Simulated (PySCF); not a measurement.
Published values to compare with (the computed states carry no symmetry labels, so the two lists aren't matched line by line):

```json
{"state": "3A''(n→π*)", "E (eV)": "5.45", "f": "", "kind of transition": "vertical absorption", "source": "[1]"}
{"state": "1A''(n→π*)", "E (eV)": "5.72", "f": "", "kind of transition": "vertical absorption", "source": "[1]"}
{"state": "3A'(π→π*)", "E (eV)": "5.90", "f": "", "kind of transition": "vertical absorption", "source": "[1]"}
{"state": "1A'(π→π*)", "E (eV)": "7.62", "f": "", "kind of transition": "vertical absorption", "source": "[1]"}
```

[1] computed, CC3/TZVP, gas; arXiv:2401.06101 (2024), CC3 reference column of Thiel's set

Compound: C3H7NO.
Bonds: C1–C2, C2–C3, C3–N4, C3–O5 (double). Hydrogens: H6, H7, H8 on C1; H9, H10 on C2; H11, H12 on N4.

Computed with TDDFT CAM-B3LYP/def2-SVPD, vertical, gas phase, core orbitals frozen in the response (PySCF 2.14.0, density-fitted response routines). One conformer (not necessarily the lowest) at the GFN2-xTB geometry, without solvent, vibrations or thermal averaging. Torsions of this conformer, `[CH3:1][CH2:2][C:3]([NH2:4])=[O:5]`: C1–C2–C3–N4 180°, H–N4–C3–C2 0°, H–N4–C3–C2 180°.

Computed singlets: 5.80 eV (f 0.000); 7.15 eV (f 0.026); 7.18 eV (f 0.012); 7.60 eV (f 0.133); 8.12 eV (f 0.032); 8.36 eV (f 0.003); 8.47 eV (f 0.073); 8.50 eV (f 0.001). Computed triplets (Tamm–Dancoff): 5.32, 5.75, 6.90 eV.

How does the lowest computed singlet compare with the best estimate listed for the lowest singlet (vertical absorption)?

5.80 eV against 5.72 eV for 1A''(n→π*) [1]: a difference of +0.08 eV. Geometry and basis of the two calculations needn't be the same.

How does the lowest computed triplet compare with the best estimate listed for the lowest triplet (vertical absorption)?

5.32 eV against 5.45 eV for 3A''(n→π*) [1]: a difference of -0.13 eV. Geometry and basis of the two calculations needn't be the same.
